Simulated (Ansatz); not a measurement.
From input file to script: C2H3FOS, SMILES OC1(F)CS1 in Ansatz 0.2.0.

```yaml
crystal:
  periodic: [false, false, false]
  atoms:
    - { symbol: O, position_ang: [-0.6343, 0.8367, 1.0972] }
    - { symbol: C, position_ang: [0.2737, 0.2058, 0.2745] }
    - { symbol: F, position_ang: [1.4738, -0.0319, 0.8501] }
    - { symbol: C, position_ang: [-0.1605, -0.8106, -0.6718] }
    - { symbol: S, position_ang: [0.3029, 0.6533, -1.399] }
    - { symbol: H, position_ang: [-0.3163, 1.7569, 1.348] }
    - { symbol: H, position_ang: [-1.2734, -0.9989, -0.6941] }
    - { symbol: H, position_ang: [0.4262, -1.6684, -0.8607] }
basis:
  gaussian: { orbitals: def2-SVP }
hamiltonian:
  xc: hf
output:
  forces: true
```

On the command line:
```console
$ ansatz run input.yaml --threads 1 --pin off --max-ram 4096MiB --backend cpu --events-out ev --progress --plain --runs-dir out
Engine: ansatz 0.2.0, aarch64-unknown-linux-gnu
Functional definition: HF
  exchange = exact_x
  correlation = 0
864 factors; integrals over basis functions are off by at most 1.3e-3 eV
mean field evaluation 1: about -17655.3992 eV, gradient 3.6e1 eV
mean field evaluation 2: about -17655.5174 eV, gradient 3.6e1 eV
mean field evaluation 4: about -17658.3589 eV, gradient 3.3e0 eV
mean field evaluation 8: about -17658.4062 eV, gradient 2.8e-1 eV
mean field -17658.40670662 eV, -648.9344771702 hartree, gradient 2.4e-5 eV, S^2 0.000000; 0 other end points of the search recorded, 0 dependent functions left out
the calculation of the forces begins
reference -17658.40670662 eV, -648.9344771702 hartree; 24, 24 occupied and 65, 65 virtual orbitals, 864 factors
Total energy: -17658.40670662 eV, -648.9344771702 hartree
Atom 0 at    -0.634300     0.836700     1.097200 Å, force     1.951712     1.246347     0.339981 eV/Å
Atom 1 at     0.273700     0.205800     0.274500 Å, force     0.092754     0.618890     1.604997 eV/Å
Atom 2 at     1.473800    -0.031900     0.850100 Å, force    -0.855608     0.448584     0.131828 eV/Å
Atom 3 at    -0.160500    -0.810600    -0.671800 Å, force    -4.033564    -1.915017     1.266210 eV/Å
Atom 4 at     0.302900     0.653300    -1.399000 Å, force     1.380025     3.184972    -2.719854 eV/Å
Atom 5 at    -0.316300     1.756900     1.348000 Å, force    -0.746866    -2.684929    -0.887356 eV/Å
Atom 6 at    -1.273400    -0.998900    -0.694100 Å, force     1.439425    -0.020088     0.138826 eV/Å
Atom 7 at     0.426200    -1.668400    -0.860700 Å, force     0.772122    -0.878760     0.125369 eV/Å
Dipole moment:    -0.130981     0.032989     0.003537 e Å
```

At the Python prompt:
```pycon
>>> import ansatz as az
>>> import numpy as np
>>> import pandas as pd
>>> deck = {
...     "crystal": {
...         "periodic": [False, False, False],
...         "atoms": [
...             {"symbol": "O", "position_ang": [-0.6343, 0.8367, 1.0972]},
...             {"symbol": "C", "position_ang": [0.2737, 0.2058, 0.2745]},
...             {"symbol": "F", "position_ang": [1.4738, -0.0319, 0.8501]},
...             {"symbol": "C", "position_ang": [-0.1605, -0.8106, -0.6718]},
...             {"symbol": "S", "position_ang": [0.3029, 0.6533, -1.399]},
...             {"symbol": "H", "position_ang": [-0.3163, 1.7569, 1.348]},
...             {"symbol": "H", "position_ang": [-1.2734, -0.9989, -0.6941]},
...             {"symbol": "H", "position_ang": [0.4262, -1.6684, -0.8607]},
...         ],
...     },
...     "basis": {"gaussian": {"orbitals": "def2-SVP"}},
...     "hamiltonian": {"xc": "hf"},
...     "output": {"forces": True},
... }
>>> session = az.Session.from_dict(deck)
>>> r = session.plan(threads=1).execute().report

>>> print("reference energy %16.6f eV" % r["reference_energy_ev"])
reference energy    -17658.406707 eV
>>> print("total energy     %16.6f eV" % r["free_energy_ev"])
total energy        -17658.406707 eV
>>> print("occupied orbitals outside the frozen core (up, down):", r["n_occupied"], " frozen:", r["n_frozen"], " virtual:", r["n_virtual"])
occupied orbitals outside the frozen core (up, down): [24, 24]  frozen: 0  virtual: [65, 65]
>>> symbols = ["O", "C", "F", "C", "S", "H", "H", "H"]
>>> print("forces (eV/A)")
forces (eV/A)
>>> for symbol, f in zip(symbols, r["forces_ev_ang"]):
...     print(f"  {symbol:2s} {f[0]:9.4f} {f[1]:9.4f} {f[2]:9.4f}")
...
  O     1.9517    1.2463    0.3400
  C     0.0928    0.6189    1.6050
  F    -0.8556    0.4486    0.1318
  C    -4.0336   -1.9150    1.2662
  S     1.3800    3.1850   -2.7199
  H    -0.7469   -2.6849   -0.8874
  H     1.4394   -0.0201    0.1388
  H     0.7721   -0.8788    0.1254
>>> charges = r["charge_distribution"]
>>> table = pd.DataFrame({"atom": symbols, "mulliken": charges["mulliken_charges_e"], "lowdin": charges["lowdin_charges_e"]})
>>> table.round(3)
  atom  mulliken  lowdin
0    O    -0.395   0.066
1    C     0.474  -0.271
2    F    -0.324   0.013
3    C    -0.072  -0.121
4    S    -0.139   0.259
5    H     0.244   0.042
6    H     0.114   0.019
7    H     0.099  -0.007
>>> print("dipole (e A):", np.round(charges["dipole_moment_e_ang"], 4) + 0.0)
dipole (e A): [-0.131   0.033   0.0035]
```

Total energies depend on the basis set; only differences at equal settings carry meaning. The geometry is a force-field or estimated start, not a minimum of this method, and the basis set is short of its limit. The Löwdin charges here are taken after orthogonalising the functions within each atom; they differ from plain Löwdin charges, and their signs can be unphysical. Wall time of the script: 1.3 s on 1 thread of Arm Neoverse V2 (shared host), peak memory 0.25 GiB.

(Lines on the test bed's own set-up are left out of the output.)
